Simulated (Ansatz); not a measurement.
**SiOF+ (triplet): the correlation ladder, def2-QZVPP**

The task here is to estimate one member of a computed series from the others.

Method: def2-QZVPP, core rule «outside noble gas», up to 7 orbitals frozen; program: Ansatz 0.2.0, Gaussian basis.

Plan: UHF; ROHF; CCSD(T) on UHF.

2 further runs of the same task are left out: 2 set aside as unsound or not needed.

### What is computed

The geometry is a PBE0/def2-TZVP stationary point (not a proven minimum) of the parent state, kept for this charge and spin.

3 atoms, charge 1, spin multiplicity 3.

Atoms are counted from 1 here; the program's logs count them from 0.

Bond lengths: F1–Si2 1.587 Å, Si2–O3 1.520 Å. Angles: F1–Si2–O3 126.9°.

Set-up of the first run:

Contents of in.yaml:

```yaml
crystal:
  periodic: [false, false, false]
  atoms:
    - {symbol: F, position_ang: [0.000000, -0.279589, 1.346482]}
    - {symbol: Si, position_ang: [0.000000, 0.382864, -0.095161]}
    - {symbol: O, position_ang: [0.000000, -0.340087, -1.431827]}
basis:
  gaussian: {orbitals: "def2-QZVPP.json"}
total_charge: 1
magnetization: {spin_polarized: true, initial_magnetization: 2}
hamiltonian: {xc: hf}
output: {orbitals: {seedname: orbitals}}
```

The run is started by

```
> ansatz run in.yaml --threads 1 --pin off --events-out ev --progress --plain --max-ram 2393MiB
```

Among the steps run: UHF; ROHF; CCSD(T) on UHF.

One of the session's tables, all rows but one given; the rest of the session is left out.

| method | from UCCSD(T) (kcal/mol) |
| --- | --- |
| ROHF | +362.36 |
| UHF | ? |
| UMP2 | +18.70 |
| UCCSD | +12.44 |
| UCCSD(T) | 0 |

Estimate the missing values for UHF.

The run gave: from UCCSD(T) (kcal/mol): +358.59. In the column «from UCCSD(T) (kcal/mol)» it lies between UMP2 (+18.70) and ROHF (+362.36).
